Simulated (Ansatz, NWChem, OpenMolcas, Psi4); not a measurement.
**Computed against measured: dipole moment**

7 molecules of light elements (H to F); the dipole moment in D, computed less measured. Shapes, held fixed at every level: PBE0-D4/def2-TZVP. No vibrational averaging. Dipoles are compared by magnitude; molecules under 1 D, whose direction can flip, are left out. Programs: Ansatz 0.2.0, NWChem 7.3.0, OpenMolcas 26.06, Psi4 1.11. A level may come from different programs for different species; with the same settings they agree closely. Measured values: NIST CCCBDB.

Levels: A = PBE-D4/def2-TZVPP; B = B3LYP/6-31G* (spherical functions); C = PBE0/aug-cc-pVDZ.

| molecule | measured | A | B | C |
| --- | --- | --- | --- | --- |
| C2H2O (ethenone) | 1.42 | -0.09 | -0.02 | +0.07 |
| CH2F2 (difluoromethane) | 1.97 | -0.25 | -0.28 | -0.07 |
| C2H2F2 (SMILES C=C(F)F) | 1.38 | -0.39 | -0.43 | -0.14 |
| CH5N (methylamine) | 1.31 | -0.06 | +0.10 | -0.01 |
| C2H5F (SMILES CCF) | 1.96 | -0.21 | -0.26 | -0.04 |
| C2H5N (SMILES C=NC) | 1.53 | -0.17 | -0.13 | -0.01 |
| C4H5N (pyrrole) | 1.84 | +0.09 | +0.10 | +0.04 |

**Question.** Sum up the errors.

**Answer.** 
| level | kind | mean error | mean absolute error | worst case |
| --- | --- | --- | --- | --- |
| PBE-D4/def2-TZVPP | GGA | -0.154 | 0.180 | C2H2F2 |
| B3LYP/6-31G* (spherical functions) | global hybrid | -0.131 | 0.189 | C2H2F2 |
| PBE0/aug-cc-pVDZ | global hybrid | -0.023 | 0.054 | C2H2F2 |

On this set PBE0/aug-cc-pVDZ has the smallest mean absolute error and B3LYP/6-31G* (spherical functions) the largest. PBE-D4/def2-TZVPP is too low in 6 of 7; B3LYP/6-31G* (spherical functions) is too low in 5 of 7; PBE0/aug-cc-pVDZ is too low in 5 of 7. The tabulated value of C4H5N is in doubt (older tables, estimates, or at odds with other calculations) and kept here. Over the 6 molecules whose values aren't doubted the mean absolute errors are A 0.195; B 0.203; C 0.057. The largest two are near a tie. The set is small.
